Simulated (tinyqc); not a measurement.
Coupled-perturbed Hartree-Fock on RHF in the sto-3g basis, for H2F+, spin multiplicity 1, step by step. One step of it, computed by the program tinyqc.

Task: Response to a field: uncoupled start. Field along y; U_ai = -mu_ai / (e_a - e_i), alpha = -4 sum U_ai mu_ai.

orbital energies (hartree): MO1 -26.656366, MO2 -2.119169, MO3 -1.275502, MO4 -1.113979, MO5 -1.076880, MO6 0.046604, MO7 0.239461

dipole integrals <a|y|i> (bohr):
```
          i1         i2         i3         i4        i5
a6  0.000000   0.000000  -0.778402   0.000000  0.000000
a7  0.044594  -0.132194   0.000000  -0.499097  0.000000
```

Give: uncoupled U; uncoupled polarisability.

Result:

uncoupled U:
```
         i1      i2      i3      i4      i5
a6   0.0000  0.0000  0.5888  0.0000  0.0000
a7  -0.0017  0.0560  0.0000  0.3688  0.0000
```

uncoupled polarisability = 2.5993 bohr^3
